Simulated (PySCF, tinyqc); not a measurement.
Worked calculation: RHF in the sto-6g basis, for BH, spin multiplicity 1. The lowest restricted solution is unstable here: a spin-polarised one lies 0.0077 hartree lower (PySCF). One step of it, computed by the program tinyqc.

Question. Iteration 1: building the Fock matrix. J_ij = sum D_kl (ij|kl), K_ij = sum D_kl (ik|jl); F = H + J - 0.5 K; E = tr D H + tr D J / 2 - 0.25 tr D K + E_nn.

D at the start, order 1B 1s, 1B 2s, 1B 2px, 1B 2py, 1B 2pz, 2H 1s:
$$\begin{pmatrix}
2.155691 & -0.592922 & 0.000000 & 0.000000 & -0.025481 & 0.051795 \\
-0.592922 & 2.250625 & 0.000000 & 0.000000 & 0.110450 & -0.168833 \\
0.000000 & 0.000000 & 0.000000 & 0.000000 & 0.000000 & 0.000000 \\
0.000000 & 0.000000 & 0.000000 & 0.000000 & 0.000000 & 0.000000 \\
-0.025481 & 0.110450 & 0.000000 & 0.000000 & 2.122308 & -0.190654 \\
0.051795 & -0.168833 & 0.000000 & 0.000000 & -0.190654 & 0.028405
\end{pmatrix}$$

core Hamiltonian H = T + V (hartree), order 1B 1s, 1B 2s, 1B 2px, 1B 2py, 1B 2pz, 2H 1s:
$$\begin{pmatrix}
-12.790798 & -3.169806 & 0.000000 & 0.000000 & -0.011849 & -0.388068 \\
-3.169806 & -3.718774 & 0.000000 & 0.000000 & -0.109711 & -1.040259 \\
0.000000 & 0.000000 & -2.943875 & 0.000000 & 0.000000 & 0.000000 \\
0.000000 & 0.000000 & 0.000000 & -2.943875 & 0.000000 & 0.000000 \\
-0.011849 & -0.109711 & 0.000000 & 0.000000 & -3.016468 & -1.055401 \\
-0.388068 & -1.040259 & 0.000000 & 0.000000 & -1.055401 & -2.196483
\end{pmatrix}$$

Two-electron integrals (ij|kl) in chemists' order, unique and non-zero (hartree):
```
(11|11) 2.924993   (21|11) 0.480756   (21|21) 0.099484   (22|11) 0.743449
(22|21) 0.188967   (22|22) 0.544922   (31|31) 0.021096   (32|31) 0.030854
(32|32) 0.120443   (33|11) 0.743450   (33|21) 0.188967   (33|22) 0.544922
(33|33) 0.587109   (41|41) 0.021096   (42|41) 0.030854   (42|42) 0.120443
(43|43) 0.031641   (44|11) 0.743450   (44|21) 0.188967   (44|22) 0.544922
(44|33) 0.523827   (44|44) 0.587109   (51|51) 0.021096   (52|51) 0.030854
(52|52) 0.120443   (53|53) 0.031641   (54|54) 0.031641   (55|11) 0.743450
(55|21) 0.188967   (55|22) 0.544922   (55|33) 0.523827   (55|44) 0.523827
(55|55) 0.587109   (61|11) 0.060026   (61|21) 0.012052   (61|22) 0.022766
(61|33) 0.022643   (61|44) 0.022643   (61|51) 0.000949   (61|52) 0.001831
(61|55) 0.023010   (61|61) 0.001515   (62|11) 0.168594   (62|21) 0.043740
(62|22) 0.141903   (62|33) 0.137669   (62|44) 0.137669   (62|51) 0.005080
(62|52) 0.031787   (62|55) 0.150371   (62|61) 0.005656   (62|62) 0.055262
(63|31) 0.004193   (63|32) 0.019936   (63|53) 0.005688   (63|63) 0.005432
(64|41) 0.004193   (64|42) 0.019936   (64|54) 0.005688   (64|64) 0.005432
(65|11) 0.169695   (65|21) 0.044578   (65|22) 0.151899   (65|33) 0.144134
(65|44) 0.144134   (65|51) 0.008521   (65|52) 0.050375   (65|55) 0.167429
(65|61) 0.006013   (65|62) 0.068822   (65|65) 0.089408   (66|11) 0.344943
(66|21) 0.091238   (66|22) 0.334939   (66|33) 0.316670   (66|44) 0.316670
(66|51) 0.011399   (66|52) 0.097224   (66|55) 0.371476   (66|61) 0.011975
(66|62) 0.176305   (66|65) 0.236938   (66|66) 0.774999
```

nuclear repulsion = 1.73160082 hartree

Give: Coulomb J; exchange K; Fock matrix F; total energy of this density.

Answer.

Coulomb J (hartree), order 1B 1s, 1B 2s, 1B 2px, 1B 2py, 1B 2pz, 2H 1s:
$$\begin{pmatrix}
8.8807 & 1.7168 & 0.0000 & 0.0000 & 0.0012 & 0.2118 \\
1.7168 & 3.6675 & 0.0000 & 0.0000 & -0.0020 & 0.9175 \\
0.0000 & 0.0000 & 3.6266 & 0.0000 & 0.0000 & 0.0000 \\
0.0000 & 0.0000 & 0.0000 & 3.6266 & 0.0000 & 0.0000 \\
0.0012 & -0.0020 & 0.0000 & 0.0000 & 3.7493 & 0.9709 \\
0.2118 & 0.9175 & 0.0000 & 0.0000 & 0.9709 & 2.0719
\end{pmatrix}$$

exchange K (hartree), order 1B 1s, 1B 2s, 1B 2px, 1B 2py, 1B 2pz, 2H 1s:
$$\begin{pmatrix}
6.0058 & 1.0243 & 0.0000 & 0.0000 & 0.0000 & 0.1386 \\
1.0243 & 1.4185 & 0.0000 & 0.0000 & 0.0031 & 0.3444 \\
0.0000 & 0.0000 & 0.3388 & 0.0000 & 0.0000 & 0.0000 \\
0.0000 & 0.0000 & 0.0000 & 0.3388 & 0.0000 & 0.0000 \\
0.0000 & 0.0031 & 0.0000 & 0.0000 & 1.4486 & 0.3379 \\
0.1386 & 0.3444 & 0.0000 & 0.0000 & 0.3379 & 0.1990
\end{pmatrix}$$

Fock matrix F (hartree), order 1B 1s, 1B 2s, 1B 2px, 1B 2py, 1B 2pz, 2H 1s:
$$\begin{pmatrix}
-6.9130 & -1.9652 & 0.0000 & 0.0000 & -0.0106 & -0.2455 \\
-1.9652 & -0.7605 & 0.0000 & 0.0000 & -0.1132 & -0.2949 \\
0.0000 & 0.0000 & 0.5133 & 0.0000 & 0.0000 & 0.0000 \\
0.0000 & 0.0000 & 0.0000 & 0.5133 & 0.0000 & 0.0000 \\
-0.0106 & -0.1132 & 0.0000 & 0.0000 & 0.0086 & -0.2535 \\
-0.2455 & -0.2949 & 0.0000 & 0.0000 & -0.2535 & -0.2241
\end{pmatrix}$$

total energy of this density = -24.310081 hartree
